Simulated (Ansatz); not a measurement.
CH7ClSi, singlet: at a first-order saddle point.

The input file, in.yaml:

```yaml
crystal:
  periodic: [false, false, false]
  atoms:
    - {symbol: Si, position_ang: [-0.173257, -0.599990, 0.321749]}
    - {symbol: Cl, position_ang: [2.007229, -0.550385, -0.970754]}
    - {symbol: H, position_ang: [-0.297785, -1.974904, -0.192976]}
    - {symbol: H, position_ang: [-0.950640, -0.602763, 1.605698]}
    - {symbol: C, position_ang: [-0.735552, 0.899765, -0.605897]}
    - {symbol: H, position_ang: [1.583569, -0.419414, 0.722438]}
    - {symbol: H, position_ang: [1.092884, -0.385555, 1.462628]}
    - {symbol: H, position_ang: [-0.180455, 1.773751, -0.256547]}
    - {symbol: H, position_ang: [-1.798264, 1.069572, -0.413406]}
    - {symbol: H, position_ang: [-0.547628, 0.789923, -1.672833]}
basis:
  gaussian: {orbitals: def2-TZVPP}
hamiltonian: {xc: pbe}
correlation: {method: rpa}
```

Launched with

```bash
ansatz run in.yaml --threads 4 --pin off --events-out ev --progress --plain --max-ram 9574MiB
```

The run's output (Ansatz 0.2.0):

```
Functional definition: PBE
  name "PBE"
  cite "Perdew, Burke & Ernzerhof, Phys. Rev. Lett. 77, 3865 (1996) doi:10.1103/PhysRevLett.77.3865"
  parent pbe
  parameter kappa = 0.804
  parameter beta = 0.06672455060314922
  exchange = pbe_x(kappa = kappa, mu = beta*pi^2/3)
  correlation = pbe_c(beta = beta)
1198 factors; integrals over basis functions are off by at most 1.1e-3 eV
mean field evaluation 1: about -21531.8520 eV, gradient 6.1e1 eV
mean field evaluation 2: about -21531.8389 eV, gradient 6.1e1 eV
mean field evaluation 4: about -21539.8956 eV, gradient 1.1e1 eV
mean field evaluation 8: about -21540.2812 eV, gradient 6.3e-1 eV
mean field evaluation 16: about -21540.2819 eV, gradient 1.2e-4 eV
mean field -21540.28188067 eV, -791.5907585872 hartree, gradient 1.1e-6 eV, S^2 0.000000; 0 other end points of the search recorded, 0 dependent functions left out
11 core orbitals not correlated: weight in the atoms' cores, before any rotation towards them, 1.000 or more for the frozen orbitals, at most 0.000 for the correlated occupied ones
reference -21505.05305562 eV, -790.2961231457 hartree; 11, 11 occupied and 191, 191 virtual orbitals, 1198 factors
Total energy: -21531.47890051 eV, -791.2672550331 hartree
```

The lines “mean field evaluation” count trial sets of orbitals through the whole run, from several starts and some on an approximate energy, so they need not fall steadily or lie above the final value.

The run took about 2.6 s on 4 CPU threads of an Arm Neoverse V2 (shared host).
